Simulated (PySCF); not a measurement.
# Ionisation of N-methylformamide

Parent: `CNC=O` (C2H5NO). Numbering: `[CH3:1][NH:2][CH:3]=[O:4]`

Level of theory: ωB97X-D3(BJ)/ma-def2-TZVP single points in PySCF, grid level 2; every species was optimised with PBE0-D3(BJ)/def2-SVP. Zero-point and thermal terms (298.15 K, 1 bar) come from unscaled PBE0-D3(BJ)/def2-SVP harmonic frequencies, with soft modes damped to free rotors in the entropy.

Frontier levels of the parent: HOMO -10.01 eV, LUMO 0.91 eV.

Oxidation to the radical cation:
| Item | Value |
| --- | --- |
| Vertical ionisation energy (electronic) | 10.02 eV |
| Adiabatic ionisation energy (with zero-point energy) | 9.76 eV |
| Adiabatic, electronic part | 9.86 eV |
| Vertical gap at the product's structure | 9.65 eV |
| Inner reorganisation energy (four-point) | 369 meV |
| Relaxation of product / of parent | 160 / 209 meV |
| ⟨S²⟩ of the product | 0.775 |
| Largest spin populations | N2 0.75, O4 0.31, C3 -0.18 |
| Largest changes of atomic charge | N2 0.34, O4 0.27, H (on C1) 0.10, H (on C3) 0.09 |
| Distances that move most (Å) | N2–C3 1.356 → 1.419; C1–N2 1.439 → 1.413; N2–H 1.011 → 1.030; C1–H 1.102 → 1.115 |

Measured values (NIST Chemistry WebBook, evaluated or the median of agreeing entries): adiabatic ionisation energy 9.83 eV (computed 9.76, difference -0.07).
